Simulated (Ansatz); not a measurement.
## How far each method lies from UCCSDT(Q) for B–CH–Cl⁺, quintet

Geometry: that of the B–CH–Cl, quartet, kept fixed. The triplet lies 4.0 eV lower here.

```tsv
atom	x (Å)	y (Å)	z (Å)
B	0.0000	-0.4495	1.9288
C	0.0000	0.4656	0.7691
Cl	0.0000	-0.0648	-0.8713
H	0.0000	1.5530	0.7950
```

Basis cc-pVDZ; Ansatz 0.2.0. Only valence electrons are correlated (noble-gas cores frozen), which leaves 14 electrons in 44 orbitals. Prefix R: restricted or restricted open-shell reference; prefix U: unrestricted.

Full CI isn't at hand for all of this; UCCSDT(Q) serves as the reference, and is uncertain by about the last step of the cluster series. The frozen core follows each run's orbitals, which can shift R against U totals by a few meV.

For open shells CISD is restricted-active-space CI with the open shells as a complete middle space.

The UHF ⟨S²⟩ is 6.013 and the T1 diagnostic (RCCSD) is 0.0330. The largest doubles amplitude (RCCSD) is 0.042 and the T1 diagnostic (UCCSD) is 0.0312.

```json
{"level": "UHF", "E − E(RHF) (eV)": "-0.1984"}
{"level": "RMP2", "E − E(RHF) (eV)": "-7.0413"}
{"level": "UMP2", "E − E(RHF) (eV)": "-6.9980"}
{"level": "RCCSD", "E − E(RHF) (eV)": "-8.0608"}
{"level": "UCCSD", "E − E(RHF) (eV)": "-8.0648"}
{"level": "RCCSD(T)", "E − E(RHF) (eV)": "-8.3170"}
{"level": "UCCSD(T)", "E − E(RHF) (eV)": "-8.3164"}
```

**Question.** Estimate how far UCCSDT(Q) in cc-pVDZ lies from RCCSD(T). The table doesn't fix it; the size of (T) and the diagnostics are the guide.

**Answer.** UCCSDT(Q) in cc-pVDZ lies 61 meV below RCCSD(T), which is 24 % of the (T) step (-256 meV). T1 is raised, but (T) still catches most of what CCSD lacks. The miss exceeds 1 kcal/mol.

The other levels:

```json
{"level": "CISD", "E − E(UCCSDT(Q)) (meV)": "988", "share of correlation (%)": "88.21", "wall time": "20 s"}
{"level": "BCCD(T)", "E − E(UCCSDT(Q)) (meV)": "57", "share of correlation (%)": "99.32", "wall time": "4.7 s"}
{"level": "RCCSDT", "E − E(UCCSDT(Q)) (meV)": "20", "share of correlation (%)": "99.76", "wall time": "–"}
{"level": "UCCSDT", "E − E(UCCSDT(Q)) (meV)": "19", "share of correlation (%)": "99.77", "wall time": "–"}
{"level": "RCCSDT(Q)", "E − E(UCCSDT(Q)) (meV)": "2", "share of correlation (%)": "99.97", "wall time": "62 s"}
```

The correlation energy at UCCSDT(Q), counted from RHF, is -8.378 eV. That run took 52 s on 1 thread of Intel Xeon Platinum 8488C, shared host.

Times hold each run's SCF and search for its determinant on a shared host, so for small cases they say little of a method's own cost; they ran on 1 thread of Intel Xeon Platinum 8488C.
